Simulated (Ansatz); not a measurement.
**B₂HF+ (quartet): wave-function methods side by side, def2-QZVPP**

An exercise on one series of results from a longer session: the logs are not shown, and one member is left open.

Computed with Ansatz 0.2.0, Gaussian basis. Level: def2-QZVPP, core rule «outside noble gas», up to 3 orbitals frozen.

The runs, in order: UHF; ROHF; CCSD(T) on UHF.

2 further runs of the same task are left out: 2 set aside as unsound or not needed.

## What is computed

The geometry is a PBE0/def2-TZVP stationary point (not a proven minimum) of the parent state, kept for this charge and spin.

4 atoms, charge 1, spin multiplicity 4.

Atoms are counted from 1 here; the program's logs count them from 0.

Bond lengths: B1–B2 1.633 Å, B2–F3 1.328 Å, B2–H4 1.205 Å. Angles: B1–B2–F3 125.5°, B1–B2–H4 114.3°, F3–B2–H4 120.2°.

Set-up of the first run:

in.yaml

```yaml
crystal:
  periodic: [false, false, false]
  atoms:
    - {symbol: B, position_ang: [0.000000, -0.285996, 1.615495]}
    - {symbol: B, position_ang: [0.000000, 0.444539, 0.154784]}
    - {symbol: F, position_ang: [0.000000, -0.177695, -1.018097]}
    - {symbol: H, position_ang: [0.000000, 1.648828, 0.202133]}
basis:
  gaussian: {orbitals: "def2-QZVPP.json"}
total_charge: 1
magnetization: {spin_polarized: true, initial_magnetization: 3}
hamiltonian: {xc: hf}
output: {orbitals: {seedname: orbitals}}
```

Launch:

```bash
$ ansatz run in.yaml --threads 1 --pin off --events-out ev --progress --plain --max-ram 2393MiB
```

Among the steps run: UHF; ROHF; CCSD(T) on UHF.

One table of the session follows, with a row left open; its other results are not shown here.

```
  method  from UCCSD(T) (kcal/mol)
    ROHF                   +271.81
     UHF                   +266.34
    UMP2                    +20.48
   UCCSD                         ?
UCCSD(T)                         0
```

Estimate the missing values for UCCSD.

**Answer.** from UCCSD(T) (kcal/mol): +10.50. In the column «from UCCSD(T) (kcal/mol)» it lies between UCCSD(T) (0) and UMP2 (+20.48).
